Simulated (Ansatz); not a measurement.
# NaH2− (singlet): wave-function methods side by side at angle H2–Na1–H3 = 108.8°, aug-cc-pVTZ

The task here is to estimate one member of a computed series from the others.

Method: aug-cc-pVTZ, core rule «outside noble gas», up to 5 orbitals frozen; program: Ansatz 0.2.0, Gaussian basis.

To be run: UHF; CCSD(T) on RHF; BCCD(T) on RHF; CCSDT(Q) on RHF; Full CI.

17 further runs of the same task are left out: 7 for a known fault of the program, 8 that didn't finish, 2 set aside as unsound or not needed. Runs told in other sessions of the task aren't counted.

### The system

The geometry derives from a PBE0/def2-TZVPD stationary point (not a proven minimum). One angle is set to the value named; bond lengths are kept.

3 atoms, charge -1, spin multiplicity 1.

Atoms are counted from 1 here; the program's logs count them from 0.

Bond lengths: Na1–H2 2.066 Å, Na1–H3 2.066 Å. Angles: H2–Na1–H3 108.8°.

Set-up of the first run:

Input file in.yaml:

```yaml
crystal:
  periodic: [false, false, false]
  atoms:
    - {symbol: Na, position_ang: [-0.096944, 0.000000, 0.000000]}
    - {symbol: H, position_ang: [1.105582, 0.000000, -1.679671]}
    - {symbol: H, position_ang: [1.105582, 0.000000, 1.679671]}
basis:
  gaussian: {orbitals: aug-cc-pVTZ}
total_charge: -1
magnetization: {spin_polarized: true, initial_magnetization: 0}
hamiltonian: {xc: hf}
output: {orbitals: {seedname: orbitals}}
```

The run is started by

```console
> ansatz run in.yaml --threads 1 --pin off --events-out ev --progress --plain --max-ram 2393MiB
```

Among the steps run: UHF; CCSD(T) on RHF; BCCD(T) on RHF; CCSDT(Q) on RHF; Full CI.

One of the session's tables, all rows but one given; the rest of the session is left out.

```
   method  from FCI (meV)
      RHF         +2077.0
     RMP2          +500.7
    RCCSD               ?
 RCCSD(T)            +5.1
  BCCD(T)            +5.2
   RCCSDT            +0.4
RCCSDT(Q)             0.0
      FCI               0
```

**Question.** Estimate the row for RCCSD.

The run gave: from FCI (meV): +16.1. In the column «from FCI (meV)» it lies between BCCD(T) (+5.2) and RMP2 (+500.7).
